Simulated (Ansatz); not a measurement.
# ClH₂SSi radical: how energies converge with the basis set

How large a basis does ClH₂SSi radical need? Two functionals are run in growing sets.

Computed with Ansatz 0.2.0, Gaussian basis. Level: one geometry, several basis sets.

Levels to be run: PBE0-D4/def2-SVP; ωB97M-V/def2-SVP; PBE0-D4/def2-QZVPP; ωB97M-V/def2-QZVPP; the functionals' def2-TZVPP values are taken from earlier runs.

### Step 1. The relaxed structure

All runs share one geometry, relaxed beforehand with PBE0-D4 in a triple-zeta def2 set.

5 atoms, charge 0, spin multiplicity 2.

Atoms are counted from 1 here; the program's logs count them from 0.

Bond lengths: S1–Si2 2.132 Å, S1–H4 1.346 Å, Si2–Cl3 2.053 Å, Si2–H5 1.494 Å. Angles: Si2–S1–H4 92.6°, S1–Si2–Cl3 106.0°, S1–Si2–H5 111.3°, Cl3–Si2–H5 107.7°.

### Step 2. PBE0-D4 in def2-SVP

Contents of in.yaml:

```yaml
crystal:
  periodic: [false, false, false]
  atoms:
    - {symbol: S, position_ang: [-1.489534, 0.144688, -0.110378]}
    - {symbol: Si, position_ang: [0.633484, 0.085872, -0.296426]}
    - {symbol: Cl, position_ang: [1.324120, 1.826848, 0.545517]}
    - {symbol: H, position_ang: [-1.633008, -1.077049, -0.655897]}
    - {symbol: H, position_ang: [1.214838, -1.053859, 0.475785]}
basis:
  gaussian: {orbitals: def2-SVP}
magnetization: {spin_polarized: true, initial_magnetization: 1}
hamiltonian: {xc: pbe0, dispersion: d4}
output: {orbitals: {seedname: orbitals}}
```

Further steps of the session: ωB97M-V in def2-SVP; PBE0-D4 in def2-QZVPP; ωB97M-V in def2-QZVPP.

Q: Predict the results of all the runs planned. Wanted: PBE0-D4: double and triple zeta above quadruple; ωB97M-V: double and triple zeta above quadruple.

The runs gave:

| quantity | value |
| --- | --- |
| PBE0-D4: double and triple zeta above quadruple | 11.98, 0.97 eV |
| ωB97M-V: double and triple zeta above quadruple | 11.86, 0.92 eV |

In words: PBE0-D4 gains 11.01 eV from double to triple zeta, then 0.97 eV more. Total energies overstate the basis error of differences, where much of it tends to cancel.
